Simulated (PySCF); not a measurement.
## Building multiplets from coupling constants

Bonds (- single, = double, # triple, : aromatic): C1=N2 1.265 Å, N2-N3 1.326 Å, N3-C4 1.421 Å, C4-C5 1.495 Å, C5-C6 1.505 Å, C6-C4 1.504 Å. C1 carries H7, H8; N3 carries H9; C4 carries H10; C5 carries H11, H12; C6 carries H13, H14. H7 is cis to N3; H12, H13 are cis to N3 on the ring; H8 is trans to N3; H11, H14 are trans to N3 on the ring.

PySCF 2.14 calculation with geometry from GFN2-xTB, couplings computed with B3LYP/pcJ-1 (spin–dipole term only in couplings to heteroatoms) and GIAO PBE0/pcSseg-1 shieldings; in vacuum, one computed conformer, rapidly exchanging positions averaged, relativity neglected.

Referencing at the same level of theory: TMS for 1H (σref 31.72).

Spectrometer: 400 MHz for 1H. First-order analysis; couplings under 1 Hz (under 4 Hz in carbon signals) are ignored, and nearly equal couplings are merged; the smaller ones broaden or split the lines further.

Q: What pattern does H10 show (1H)?

A: A triplet of triplets at δ 3.16: 8.8 Hz to H11/H14 (2 × 1H, 3 bonds away), 4.8 Hz to H12/H13 (2 × 1H, 3 bonds away). Lines in Hz from the centre (relative intensity): +13.6 (1), +8.8 (2), +4.8 (2), +4.0 (1), +0.0 (4), -4.0 (1), -4.8 (2), -8.8 (2), -13.6 (1). The outer lines are 27.2 Hz apart, the sum of the couplings kept, or 0.068 ppm at this field.

Q: What pattern does H7 show (1H)?

A: A doublet at δ 6.25: 11.0 Hz to H8 (1 × 1H, 2 bonds away). Lines in Hz from the centre (relative intensity): +5.5 (1), -5.5 (1). The outer lines are 11.0 Hz apart, the sum of the couplings kept, or 0.028 ppm at this field.

Q: What pattern does H8 show (1H)?

A: A doublet at δ 5.66: 11.0 Hz to H7 (1 × 1H, 2 bonds away). Lines in Hz from the centre (relative intensity): +5.5 (1), -5.5 (1). The outer lines are 11.0 Hz apart, the sum of the couplings kept, or 0.028 ppm at this field.

The OH or NH signal is concentration- and solvent-dependent in practice; the value given is the gas-phase one. Unscaled 3J(H,H) at this level run about 10 % above measured values.
